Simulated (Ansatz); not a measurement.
System: antifluorite Mg2Ge. Method: PBE0 (Ansatz, an electronic-structure program, PAW).

Run with plane-wave cutoff 520 eV, 8×8×8 k mesh, finite displacements, scalar-relativistic PAW data made under PBE.

Computed at the level's own relaxed cell.

```
Mg2Ge
1.0
    0.00000     3.18864     3.18864
    3.18864     0.00000     3.18864
    3.18864     3.18864     0.00000
Mg Ge
2 1
Direct
  0.25000   0.25000   0.25000
  0.75000   0.75000   0.75000
  0.00000   0.00000   0.00000
```

Harmonic phonon frequencies (cm⁻¹; i marks an imaginary mode; at Γ without the LO shift):

| q point | frequencies |
|---|---|
| Γ | 0 0 0 218 218 218 260 260 260 |
| X | 124 124 153 158 158 172 264 264 342 |
| L | 90 90 165 222 224 224 236 236 289 |

No imaginary mode appears at these points.
